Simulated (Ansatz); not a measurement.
# AlH₄NO: vertical ionisation energy

How much energy removes an electron from AlH₄NO at fixed geometry? The cation is run at each level and the neutral's energy taken from earlier runs.

Method: unrestricted cation, the program's frozen cores in correlated methods; program: Ansatz 0.2.0, Gaussian basis.

The runs, in order: UKS PBE-D4/def2-TZVPP; UKS r2SCAN-D4/def2-TZVPP; UKS PBE0-D4/def2-TZVPP; UKS B3LYP-D4/def2-TZVPP; UKS wB97X-V/def2-TZVPP; UKS wB97M-V/def2-TZVPP; UKS B2PLYP/def2-TZVPP; UHF-CCSD(T)/def2-TZVPP; UHF-CCSD(T)/def2-QZVPP; extrapolation to the limit; then −ε(HOMO) from the neutral's earlier runs with LDA (SPW92), PBE-D4, revPBE-D4, BLYP-D4, r2SCAN-D4, B97M-V, PBE0-D4, B3LYP-D4, r2SCANh-D4, r2SCAN0-D4, HSE06-D4, BHLYP-D4, CAM-B3LYP-D4, LC-ωPBE, ωB97X-V, ωB97M-V.

## 1. The relaxed structure

An earlier PBE0-D4 in a triple-zeta def2 set relaxation fixed the geometry.

SMILES `[NH2][AlH][OH]`, 7 atoms, charge 0, spin multiplicity 1.

Atoms are counted from 1 here; the program's logs count them from 0.

Bond lengths: N1–Al2 1.760 Å, N1–H4 1.007 Å, N1–H5 1.006 Å, Al2–O3 1.698 Å, Al2–H6 1.579 Å, O3–H7 0.955 Å. Angles: Al2–N1–H4 125.1°, Al2–N1–H5 124.3°, H4–N1–H5 110.6°, N1–Al2–O3 116.8°, N1–Al2–H6 120.8°, O3–Al2–H6 122.4°, Al2–O3–H7 123.2°.

## 2. Cation, UKS PBE-D4/def2-TZVPP

Contents of in.yaml:

```yaml
crystal:
  periodic: [false, false, false]
  atoms:
    - {symbol: N, position_ang: [-1.150270, 0.345954, -0.568743]}
    - {symbol: Al, position_ang: [0.330576, 0.149113, 0.362572]}
    - {symbol: O, position_ang: [1.304554, -1.187509, -0.020806]}
    - {symbol: H, position_ang: [-1.457678, -0.270110, -1.303289]}
    - {symbol: H, position_ang: [-1.808466, 1.095637, -0.436936]}
    - {symbol: H, position_ang: [0.716757, 1.179657, 1.495358]}
    - {symbol: H, position_ang: [2.125727, -1.380742, 0.426044]}
basis:
  gaussian: {orbitals: def2-TZVPP}
total_charge: 1
magnetization: {spin_polarized: true, initial_magnetization: 1}
hamiltonian: {xc: pbe, dispersion: d4}
```

Run with:

```console
> ansatz run in.yaml --threads 2 --pin off --events-out ev --progress --plain --max-ram 32768MiB --backend cpu
```

After this run come: Cation, UKS r2SCAN-D4/def2-TZVPP; Cation, UKS PBE0-D4/def2-TZVPP; Cation, UKS B3LYP-D4/def2-TZVPP; Cation, UKS wB97X-V/def2-TZVPP; Cation, UKS wB97M-V/def2-TZVPP; Cation, UKS B2PLYP (frozen core)/def2-TZVPP; Cation, UHF-CCSD(T)/def2-TZVPP; Cation, UHF-CCSD(T)/def2-QZVPP.

Before running them: what should the planned runs give, taken together? Wanted: ionisation energy, CCSD(T)/CBS; nearest functional by difference; nearest −ε(HOMO); −ε(HOMO) of PBE; T1 of the cation.

As calculated:

| quantity | value |
| --- | --- |
| ionisation energy, CCSD(T)/CBS | 10.12 eV |
| nearest functional by difference | ωB97X-V (-0.13 eV) |
| nearest −ε(HOMO) | LC-ωPBE (+0.17 eV) |
| −ε(HOMO) of PBE | 5.97 eV |
| T1 of the cation | 0.017 |

In words: By cation minus neutral, the functionals miss by 0.48 eV at most. The PBE orbital energy is 4.2 eV too small: a semilocal HOMO is no ionisation energy. Among orbital estimates LC-ωPBE comes nearest. Hartree-Fock falls 1.65 eV short, as the neutral has more correlation energy than the cation.
